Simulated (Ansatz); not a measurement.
Ansatz (an electronic-structure program) input:

Ansatz 0.2 input:
```yaml
crystal:
  periodic: [false, false, false]
  atoms:
    - {symbol: C, position_ang: [1.14502538, -0.38142530, 0.14741238]}
    - {symbol: C, position_ang: [0.03204805, 0.65710997, 0.11064372]}
    - {symbol: O, position_ang: [-1.23308689, -0.12617052, -0.21931843]}
    - {symbol: H, position_ang: [-1.79541147, 0.09447728, 0.52177410]}
    - {symbol: H, position_ang: [0.20752425, 1.23918759, -0.81929277]}
    - {symbol: H, position_ang: [2.11943237, 0.13014009, 0.16693320]}
    - {symbol: H, position_ang: [1.09945895, -1.00981192, 1.05044502]}
    - {symbol: H, position_ang: [1.17125044, -1.09873694, -0.71364874]}
basis:
  gaussian:
    orbitals: def2-TZVPD
hamiltonian:
  xc: {name: PBE}
total_charge: -1
output: {forces: true}
```

Problem. Which total energy does the run end on?

Solution. -154.24064 Eh (PBE/def2-TZVPD). The basis has 159 functions.

It need not be the lowest isomer of its formula. Whether it binds its extra electron was not tested at this geometry.
